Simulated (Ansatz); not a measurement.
## BSiH3 (H-bridged), singlet: the ladder up to RCCSDTQ

Geometry: a PBE0/def2-TZVP stationary point for this spin, not checked as a minimum.

```xyz
5

Si    0.0091    0.0000    0.6016
B     0.0825    0.0000   -1.2150
H    -0.6559   -0.9412   -0.6669
H    -0.6559    0.9412   -0.6669
H     0.1724    0.0000   -2.3958
```

Basis cc-pVDZ; Ansatz 0.2.0. Only valence electrons are correlated (noble-gas cores frozen), which leaves 10 electrons in 41 orbitals. Prefix R: restricted or restricted open-shell reference. Active spaces: valence = (10e, 11o) chosen from the atoms' valence shells.

Full CI isn't at hand for all of this; RCCSDTQ serves as the reference, and is uncertain by about the last step of the cluster series.

- UHF ⟨S²⟩: 0.000
- T1 diagnostic (RCCSD): 0.0139
- largest doubles amplitude (RCCSD): 0.074

```
                            level  E − E(RCCSDTQ) (mEh)  share of correlation (%)     wall time
                              RHF                234.13                      0.00             –
                             RMP2                 44.09                     81.17             –
                             CISD                 28.32                     87.90        0.73 s
                            RCCSD                 10.09                     95.69             –
                         RCCSD(T)                  1.59                     99.32        0.52 s
                          BCCD(T)                  1.56                     99.34        0.61 s
                           RCCSDT                  0.53                     99.77             –
                        RCCSDT(Q)                  0.02                     99.99           6 s
           CASSCF (valence space)                131.01                     44.04             –
           NEVPT2 (valence space)                 32.44                     86.14  3.8 s (H100)
           MRCISD (valence space)                  8.54                     96.35             –
         MRCISD+Q (valence space)                  0.53                     99.77  7.5 s (H100)
MRCISD+Q(relaxed) (valence space)                 -0.77                    100.33   12 s (H100)
```

The correlation energy at RCCSDTQ, counted from RHF, is -6.371 eV. That run took 7 s on 2 threads of AMD EPYC 7R13 with a shared H100 80 GB, shared host.

Times hold each run's SCF and search for its determinant on a shared host, so for small cases they say little of a method's own cost; rows without a card ran on 1 thread of AMD EPYC 7R13.

Natural occupations of CASSCF (valence space) about the gap: 1.984 1.978 1.962 1.949 1.942 0.055 0.044 0.026 0.023 0.021; effectively unpaired electrons, Σ n²(2−n)², 0.06.

Atomization energy (electronic, same basis, no zero-point term; atoms at the same level, unrestricted beside the R rows where the molecule is a closed shell, with restricted open-shell steps beyond CCSDT(Q)) at RCCSDTQ: 1307.0 kJ/mol. Errors of other levels:

| level | error (kJ/mol) |
| --- | --- |
| RHF | -285.8 |
| RMP2 | -0.7 |
| CISD | -65.7 |
| RCCSD | -19.6 |
| RCCSD(T) | -2.1 |
| BCCD(T) | -1.8 |
| RCCSDT | -1.3 |
| RCCSDT(Q) | 0.0 |
| CASSCF (valence space) | -119.9 |
| NEVPT2 (valence space) | -24.8 |
| MRCISD (valence space) | -18.9 |
| MRCISD+Q (valence space) | -7.1 |
| MRCISD+Q(relaxed) (valence space) | -4.2 |

This basis is far from its limit, so the value isn't to be set against a measured one. Truncated CI isn't size-consistent, which counts against it in atomization.
